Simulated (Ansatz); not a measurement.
# CHNO (SMILES N#CO): single points off equilibrium

The atoms stand at a structure displaced at random from a GFN2-xTB minimum. How far do the functionals agree with CCSD(T) there?

Program: Ansatz 0.2.0, Gaussian basis. Level of theory: single points in def2-TZVPP. These are calculated values, not measurements.

Cores are frozen in the correlated methods.

### Step 1. The system as given

SMILES `N#CO`, 4 atoms, charge 0, spin multiplicity 1.

Atoms are counted from 1 here; the program's logs count them from 0.

Bond lengths: N1–C2 1.114 Å, C2–O3 1.372 Å, O3–H4 1.011 Å. Angles: N1–C2–O3 156.7°, C2–O3–H4 115.0°.

Geometry (Å):

```mol
CHNO
  3D, bonds by distance, orders not assigned

  4  3  0  0  0  0  0  0  0  0999 V2000
   -1.3710   -0.1977    0.8514 N   0  0
   -0.4720    0.2866    0.4058 C   0  0
    0.5280    0.4837   -0.5121 O   0  0
    1.1728   -0.2884   -0.6142 H   0  0
  1  2  8  0
  2  3  8  0
  3  4  8  0
M  END
```

### Step 2. CCSD(T)/def2-TZVPP

Contents of run/in.yaml:

```yaml
crystal:
  periodic: [false, false, false]
  atoms:
    - {symbol: N, position_ang: [-1.371000, -0.197700, 0.851400]}
    - {symbol: C, position_ang: [-0.472000, 0.286600, 0.405800]}
    - {symbol: O, position_ang: [0.528000, 0.483700, -0.512100]}
    - {symbol: H, position_ang: [1.172800, -0.288400, -0.614200]}
basis:
  gaussian: {orbitals: def2-TZVPP}
correlation: {method: ccsd_t}
output: {forces: true}
```

The command line of these runs was not kept.

### Step 3. PBE0-D4/def2-TZVPP

Edit run/in.yaml of step 2 so:

```diff
@@ -9,3 +9,3 @@
   gaussian: {orbitals: def2-TZVPP}
-correlation: {method: ccsd_t}
-output: {forces: true}
+hamiltonian: {xc: pbe0, dispersion: d4}
+output: {forces: true, orbitals: {seedname: orbitals}}
```

### Step 4. wB97M-V/def2-TZVPP

Edit run/in.yaml of step 3 so:

```diff
@@ -9,3 +9,3 @@
   gaussian: {orbitals: def2-TZVPP}
-hamiltonian: {xc: pbe0, dispersion: d4}
-output: {forces: true, orbitals: {seedname: orbitals}}
+hamiltonian: {xc: {name: wB97M-V}}
+output: {forces: true}
```

### Step 5. r2SCAN-D4/def2-TZVPP

Edit run/in.yaml of step 4 so:

```diff
@@ -9,3 +9,3 @@
   gaussian: {orbitals: def2-TZVPP}
-hamiltonian: {xc: {name: wB97M-V}}
+hamiltonian: {xc: r2scan, dispersion: d4}
 output: {forces: true}
```

### Step 6. PBE-D4/def2-TZVPP

Edit run/in.yaml of step 5 so:

```diff
@@ -9,3 +9,3 @@
   gaussian: {orbitals: def2-TZVPP}
-hamiltonian: {xc: r2scan, dispersion: d4}
+hamiltonian: {xc: pbe, dispersion: d4}
 output: {forces: true}
```

### Step 7. wB97X-V/def2-TZVPP

Edit run/in.yaml of step 6 so:

```diff
@@ -9,3 +9,3 @@
   gaussian: {orbitals: def2-TZVPP}
-hamiltonian: {xc: pbe, dispersion: d4}
+hamiltonian: {xc: {name: wB97X-V}}
 output: {forces: true}
```

### Step 8. CAM-B3LYP-D4/def2-TZVPP

Edit run/in.yaml of step 7 so:

```diff
@@ -9,3 +9,3 @@
   gaussian: {orbitals: def2-TZVPP}
-hamiltonian: {xc: {name: wB97X-V}}
+hamiltonian: {xc: {name: CAM-B3LYP}, dispersion: d4}
 output: {forces: true}
```

(Steps that only read results are left out.)

**Question.** What will these runs give? Wanted: energy less free atoms, CCSD(T)/def2-TZVPP; RMS force component; RMS force error; HOMO and LUMO, PBE0-D4; T1 diagnostic.

As calculated:

| quantity | value |
| --- | --- |
| energy less free atoms, CCSD(T)/def2-TZVPP | -1585.3 kJ/mol |
| RMS force component | 2.897 to 3.624 eV/Å over the methods |
| RMS force error | PBE0-D4 0.556, wB97M-V 0.673, r2SCAN-D4 0.334, PBE-D4 0.236, wB97X-V 0.583, CAM-B3LYP-D4 0.842 eV/Å |
| HOMO and LUMO, PBE0-D4 | -9.31 and -1.28 eV |
| T1 diagnostic | 0.014 |

In words: Against CCSD(T) the functionals' energies less atoms differ by -172.6 to -59.3 kJ/mol, PBE-D4 by -172.6 kJ/mol. CCSD(T) in triple zeta still lacks some correlation energy of the bonds, so part of these gaps is its own basis error and they don't rank the functionals. For forces PBE-D4 does best and CAM-B3LYP-D4 worst. Frozen-core CCSD(T) forces in triple zeta carry basis errors of their own, and this is one geometry, so small gaps rank nothing.
